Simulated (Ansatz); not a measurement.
**C2H5N, singlet: CASSCF and its corrections**

Program: Ansatz, Gaussian basis, development build. Basis cc-pVDZ, nonrelativistic, 3 orbitals frozen in the corrections. State-specific CASSCF; RHF is the lowest restricted (open-shell) Hartree–Fock solution met. On stretched bonds single-reference methods can fail or change state. No symmetry is imposed, so a solution can break that of the shape. The lowest solution met needn't be the lowest there is, nor hold the orbitals that a chemist would pick.

Geometry:

```xyz
8

C    -0.1217    0.2859    1.1676
N     0.3286   -0.4887    0.0000
C    -0.1217    0.2859   -1.1676
H    -0.2878   -1.3017    0.0000
H     0.6780    0.7352    1.7466
H     0.6780    0.7352   -1.7466
H    -0.9538   -0.0892    1.7572
H    -0.9538   -0.0892   -1.7572
```

(1) What do CASSCF and its corrections give against RHF in CAS(4,3), and what are the occupations?

(2) How do single-reference totals in the same basis and frozen core stand against SC-NEVPT2 in CAS(4,3)?

(3) Roughly how much CPU time does a whole run from the default start take (median of such runs, summed over threads; nearly all runs on one pinned thread of a shared server, mostly Xeon at 2.3 to 2.6 GHz, by a development driver)?

Results:

(1) CASSCF -2.616 eV, SC-NEVPT2 -13.724 eV; occupations 2.00, 1.36, 0.64.

(2) CCSD(T) -1.434 eV, CCSDT -1.482 eV. Coupled cluster stands on the determinant that it favours, which can lie over the RHF solution above, and is in doubt where the occupations are far from 0, 1 and 2.

(3) CAS(4,3): about 5.7 s. Other jobs ran beside these, and the count of passes differs.
